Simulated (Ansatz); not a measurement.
The input, for Ansatz 0.2.0:

```yaml
crystal:
  periodic: [false, false, false]
  atoms:
    - {symbol: Hf, position_ang: [-0.016044, 0.000000, 0.000000]}
    - {symbol: H, position_ang: [1.420546, 0.000000, -1.334962]}
    - {symbol: H, position_ang: [1.420546, 0.000000, 1.334962]}
basis:
  gaussian: {orbitals: def2-SVPD}
magnetization: {spin_polarized: false, initial_magnetization: 8}
correlation: {method: ccsd_t, electrons: outside_noble_gas}
output: {forces: true}
```

```sh
$ ansatz run in.yaml --threads 1 --pin off --events-out ev --progress --plain --max-ram 2393MiB
```

**Question.** How does this run end?

**Answer.** Converged. The settings were drawn as a stress test.
```
480 factors; integrals over basis functions are off by at most 1.3e-3 eV
mean field evaluation 1: about -1282.3000 eV, gradient 2.3e1 eV
mean field evaluation 2: about -1282.3501 eV, gradient 2.3e1 eV
mean field evaluation 4: about -1285.3252 eV, gradient 6.8e0 eV
mean field evaluation 8: about -1285.7082 eV, gradient 2.4e-1 eV
mean field evaluation 16: about -1282.2991 eV, gradient 2.3e1 eV
mean field evaluation 32: about -1284.8767 eV, gradient 1.9e-6 eV
mean field evaluation 64: about -1285.1568 eV, gradient 4.0e-1 eV
mean field evaluation 96: about -1285.1316 eV, gradient 1.2e-1 eV
mean field evaluation 128: about -1285.5827 eV, gradient 1.8e0 eV
mean field evaluation 160: about -1285.6041 eV, gradient 9.3e-1 eV
...
mean field evaluation 1504: about -1285.2699 eV, gradient 7.9e-1 eV
mean field evaluation 1536: about -1285.2344 eV, gradient 2.6e-4 eV
determinant -1285.70998404 eV, -47.2489704279 hartree, with singles and doubles -1289.71048377 eV, -47.3959860814 hartree
determinant -1285.24961558 eV, -47.2320521991 hartree, with singles and doubles -1289.32552677 eV, -47.3818391726 hartree
determinant -1285.13788555 eV, -47.2279461963 hartree, with singles and doubles -1289.22901126 eV, -47.3782922930 hartree
determinant -1284.91557286 eV, -47.2197763555 hartree, with singles and doubles -1288.99509557 eV, -47.3696960499 hartree
determinant -1284.87668345 eV, -47.2183471962 hartree, with singles and doubles -1288.70050359 eV, -47.3588699943 hartree
determinant -1284.85291103 eV, -47.2174735756 hartree, with singles and doubles -1288.93274012 eV, -47.3674045296 hartree
determinant -1284.76511368 eV, -47.2142470828 hartree, with singles and doubles -1288.91047131 eV, -47.3665861659 hartree
determinant -1284.72305692 eV, -47.2127015253 hartree, with singles and doubles -1288.82669241 eV, -47.3635073480 hartree
determinant -1284.69206545 eV, -47.2115626099 hartree, with singles and doubles -1288.67836593 eV, -47.3580564505 hartree
determinant -1284.54106403 eV, -47.2060134098 hartree, with singles and doubles -1288.53955815 eV, -47.3529553584 hartree
determinant -1284.21089127 eV, -47.1938797848 hartree, with singles and doubles -1287.92513102 eV, -47.3303755782 hartree
determinant -1284.11177913 eV, -47.1902374809 hartree, with singles and doubles -1287.79507114 eV, -47.3255959657 hartree
determinant -1283.96781027 eV, -47.1849467229 hartree, with singles and doubles -1288.03711818 eV, -47.3344910301 hartree
determinant -1283.87241929 eV, -47.1814411689 hartree, with singles and doubles -1287.92968713 eV, -47.3305430118 hartree
determinant -1283.83626057 eV, -47.1801123606 hartree, with singles and doubles -1287.58333285 eV, -47.3178147269 hartree
determinant -1283.69753599 eV, -47.1750143263 hartree, with singles and doubles -1287.85130144 eV, -47.3276623910 hartree
determinant -1283.60990300 eV, -47.1717938733 hartree, with singles and doubles -1287.39438846 eV, -47.3108711485 hartree
determinant -1283.60963962 eV, -47.1717841942 hartree, with singles and doubles -1287.76635911 eV, -47.3245408181 hartree
determinant -1283.53439332 eV, -47.1690189437 hartree, with singles and doubles -1287.22696444 eV, -47.3047184294 hartree
determinant -1283.50595358 eV, -47.1679738026 hartree, with singles and doubles -1287.25061388 eV, -47.3055875304 hartree
determinant -1283.49120346 eV, -47.1674317456 hartree, with singles and doubles -1287.30560410 eV, -47.3076083835 hartree
determinant -1283.43613997 eV, -47.1654081996 hartree, with singles and doubles -1287.58137265 eV, -47.3177426907 hartree
determinant -1283.43209773 eV, -47.1652596501 hartree, with singles and doubles -1287.20761661 eV, -47.3040074099 hartree
determinant -1283.38698923 eV, -47.1636019433 hartree, with singles and doubles -1287.28794430 eV, -47.3069593981 hartree
determinant -1282.95608500 eV, -47.1477665049 hartree, with singles and doubles -1286.83755097 eV, -47.2904077484 hartree
determinant -1282.83214981 eV, -47.1432119706 hartree, with singles and doubles -1286.70666785 eV, -47.2855978824 hartree
determinant -1285.70998404 eV, -47.2489704279 hartree, with singles and doubles -1289.71834220 eV, -47.3962748732 hartree
determinant -1285.24961558 eV, -47.2320521991 hartree, with singles and doubles -1289.33856580 eV, -47.3823183480 hartree
determinant -1285.13788555 eV, -47.2279461963 hartree, with singles and doubles -1289.25204268 eV, -47.3791386819 hartree
mean field evaluation 1568: about -1285.7100 eV, gradient 1.6e-6 eV
reference -1285.70998404 eV, -47.2489704279 hartree; 11, 3 occupied and 40, 48 virtual orbitals, 480 factors
second order -3.52529045 eV of doubles, -0.07223012 eV of singles
cycle   1  -4.00835790 eV  change    2.5e-7 eV  update   2.9e-6
cycle   2  -4.00835562 eV  change    2.3e-6 eV  update   2.2e-6
cycle   3  -4.00835505 eV  change    5.8e-7 eV  update   1.1e-6
cycle   4  -4.00835477 eV  change    2.7e-7 eV  update   7.3e-7
cycle   5  -4.00835473 eV  change    3.9e-8 eV  update   4.4e-7
cycle   6  -4.00835470 eV  change    3.7e-8 eV  update   2.8e-7
cycle   7  -4.00835459 eV  change    1.1e-7 eV  update   1.6e-7
perturbative correction -0.13137823 eV, -0.0048280608 hartree
the calculation of the forces begins
Total energy: -1289.84971686 eV, -47.4011028030 hartree
Atom 0 at    -0.016044     0.000000     0.000000 Å, force    -2.087031     0.000000    -0.000000 eV/Å
Atom 1 at     1.420546     0.000000    -1.334962 Å, force     1.043516     0.000000    -0.824390 eV/Å
Atom 2 at     1.420546     0.000000     1.334962 Å, force     1.043516    -0.000000     0.824390 eV/Å
Dipole moment:     0.683452     0.000000    -0.000000 e Å
```
